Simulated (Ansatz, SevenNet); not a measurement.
α-phase Ga: bulk modulus by level of theory

No measured value is used here.

| level (code) | value (GPa) | cell (Å³/atom) |
|---|---|---|
| SevenNet-l3i5 (SevenNet) | 48.7 | 20.36 |
| LDA (Ansatz) | … | 18.36 |
| PBE (Ansatz) | 48.4 | 20.29 |
| PBEsol (Ansatz) | 60.6 | 19.06 |
| r²SCAN (Ansatz) | 63.4 | 19.19 |

### Question
What belongs in the gaps?

### Answer

- LDA (Ansatz, a program for electronic structure), value (GPa): 66.8

Each level is taken at its own relaxed cell. Cutoffs differ between the levels. Ansatz's density-functional and Hartree–Fock values are scalar-relativistic unless marked +SOC, with PAW data made under PBE.

Machine-learned potentials (SevenNet-l3i5) are trained on DFT data, which may include these solids.
